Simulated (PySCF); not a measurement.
HO, charge -1. Atoms are numbered in the order given.

```xyz
2

O      0.0000     0.0000    -0.1071
H      0.0000     0.0000     0.8564
```
Charge -1, spin multiplicity 1.

The structure is a stationary point at PBE0-D3(BJ)/def2-TZVPD.

All values below come from M06-2X/def2-TZVPD (PySCF).

The molecule is in vacuum.

| Property | Value |
|---|---|
| total energy | -75.79599 hartree |
| point group | C∞v |
| highest occupied level | -0.74 eV |
| lowest empty level | 6.19 eV |
| orbital gap | 6.94 eV |
| dipole moment about the centre of nuclear charge | 1.39 D |
| mean static polarisability | 20.6 bohr³ (3.05 Å³) |
| polarisability, principal values | 18.7, 21.5, 21.5 bohr³ |
